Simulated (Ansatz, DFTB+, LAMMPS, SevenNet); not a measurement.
## hcp Ru, elastic constant C11

Reference value: 563 GPa (measured, temperature not stated, not corrected to a static lattice; as tabulated in Mehl and Papaconstantopoulos (1996), arXiv:mtrl-th/9602003).

| level (code) | value (GPa) | cell (Å³/atom) | difference (%) |
|---|---|---|---|
| Lennard-Jones jacobson2022 (LAMMPS) | 1142 | 13.46 | +103 |
| GFN1-xTB as cut by DFTB+ | 397 | 14.24 | -29 |
| SevenNet-l3i5 | 408 | 13.94 | -28 |
| LDA (Ansatz) | 658 | 13.09 | +16.9 |
| BLYP (Ansatz) | 480 | 14.42 | -14.7 |
| PBE (Ansatz) | 567 | 13.77 | +0.7 |
| PBEsol (Ansatz) | 628 | 13.32 | +11.5 |
| revPBE (Ansatz) | 547 | 13.91 | -2.8 |
| RPBE (Ansatz) | 540 | 13.97 | -4.1 |
| PBE-D3(BJ) (Ansatz) | 610 | 13.44 | +8.3 |
| r²SCAN (Ansatz) | 609 | 13.49 | +8.2 |
| r²SCAN+rVV10 (Ansatz) | 628 | 13.39 | +11.5 |

The reference's temperature isn't stated, so close values are not ranked against it. Off by more than 25 %, or 35 % on the side where a correction would as a rule narrow the miss (bounds picked here): Lennard-Jones jacobson2022 (+103 %), GFN1-xTB as cut by DFTB+ (-29 %), SevenNet-l3i5 (-28 %).

The measured value isn't corrected to a static lattice, so vibrations enter the comparison. A static lattice is as a rule stiffer than a warm one, by over a tenth in soft solids.  GFN1-xTB as cut by DFTB+: the method was fitted mainly to molecules. GFN1-xTB as cut by DFTB+: codes differ in how they cut the long-range tail of xTB's charge interaction in a crystal, so the value belongs to this code. PBE-D3(BJ): the dispersion coefficients are held fixed in the derivatives. Each level is taken at its own relaxed cell. Cutoffs differ between the levels. Ansatz's density-functional and Hartree–Fock values are scalar-relativistic unless marked +SOC, with PAW data made under PBE.

Empirical potentials (Lennard-Jones jacobson2022) are fitted to chosen data: where that held the value shown, agreement is built in, and what lay outside the fit can be far off. Machine-learned potentials (SevenNet-l3i5) are trained on DFT data: a solid inside that data is no test of them.

Differences are worked out from the printed values.

Ansatz is a first-principles code.
